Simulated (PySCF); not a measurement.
**Atomic charges by several schemes**

Compound: C4H5N.
Geometry (PBE0-D3(BJ)/def2-TZVP, Å), atoms numbered from 1 in this order:
```xyz
10
C4H5N angstrom
C     -1.697   -0.327   -0.237
C     -0.507   -0.163    0.317
C      0.662    0.456   -0.393
C      1.829   -0.416   -0.397
N      2.742   -1.115   -0.389
H     -1.892   -0.033   -1.263
H     -2.519   -0.763    0.317
H     -0.330   -0.473    1.343
H      0.401    0.697   -1.427
H      0.952    1.394    0.094
```

Density: PBE0/pcSseg-2 (PySCF); schemes: Mulliken, IAO, Hirshfeld and ESP-fitted. One conformer (not necessarily the lowest) at the PBE0-D3(BJ)/def2-TZVP geometry, without solvent, vibrations or thermal averaging.

Question: At which atom do the 4 schemes differ most?

Answer: At C1: from -0.556 (ESP-fitted) to -0.081 e (Mulliken), 0.475 e apart.

Question: Which atoms carry the highest charge in the Mulliken, IAO, Hirshfeld and ESP-fitted schemes?

Answer: The schemes don't all agree: Mulliken H10 (+0.078); IAO H10 (+0.192); Hirshfeld C4 (+0.085); ESP-fitted C4 (+0.395).

Question: For which atoms does the sign change between the 4 schemes (beyond +0.03 e in one, beyond −0.03 e in another)?

Answer: C2, C3 and C4. Atomic charges aren't observables, and each scheme defines them in its own way.

Question: Tabulate the Mulliken, IAO, Hirshfeld and ESP-fitted charges.

Answer: In e:

```
atom                   environment  Mulliken     IAO  Hirshfeld  ESP-fitted
  C1          terminal =CH2 carbon    -0.081  -0.312     -0.093      -0.556
  C2              alkene CH carbon    -0.118  -0.130     -0.034      +0.072
  C3  sp3 carbon next to a nitrile    +0.057  -0.307     -0.045      -0.281
  C4                nitrile carbon    -0.032  +0.146     +0.085      +0.395
  N5              nitrile nitrogen    -0.139  -0.251     -0.233      -0.480
  H6              vinylic hydrogen    +0.050  +0.152     +0.054      +0.229
  H7              vinylic hydrogen    +0.069  +0.166     +0.058      +0.213
  H8              vinylic hydrogen    +0.060  +0.161     +0.059      +0.110
  H9            methylene hydrogen    +0.056  +0.185     +0.074      +0.157
 H10            methylene hydrogen    +0.078  +0.192     +0.076      +0.140
```

Mean size of the charges over all atoms: ESP-fitted 0.263 e, IAO 0.200 e, Hirshfeld 0.081 e, Mulliken 0.074 e. Each set sums to the total charge, 0, to within 0.001 e. The Mulliken scheme counts on each atom the diagonal of the density matrix times the overlap matrix over that atom's basis functions.

Question: How many electrons does the Hirshfeld scheme count on C1?

Answer: Z − q = 6 − (-0.093) = 6.093.

Question: How closely do the schemes follow one another over all atoms?

Answer: Correlation coefficient and root-mean-square difference: IAO with ESP-fitted 0.89, 0.151 e; Hirshfeld with ESP-fitted 0.88, 0.225 e; IAO with Hirshfeld 0.85, 0.137 e; Mulliken with Hirshfeld 0.76, 0.064 e; Mulliken with IAO 0.64, 0.171 e; Mulliken with ESP-fitted 0.52, 0.273 e.

Question: Sum the charges by element, for elements with more than one atom.

Answer: 
```json
{"element": "C", "atoms": "4", "Mulliken": "-0.173", "IAO": "-0.604", "Hirshfeld": "-0.088", "ESP-fitted": "-0.369"}
{"element": "H", "atoms": "5", "Mulliken": "+0.312", "IAO": "+0.855", "Hirshfeld": "+0.320", "ESP-fitted": "+0.849"}
```
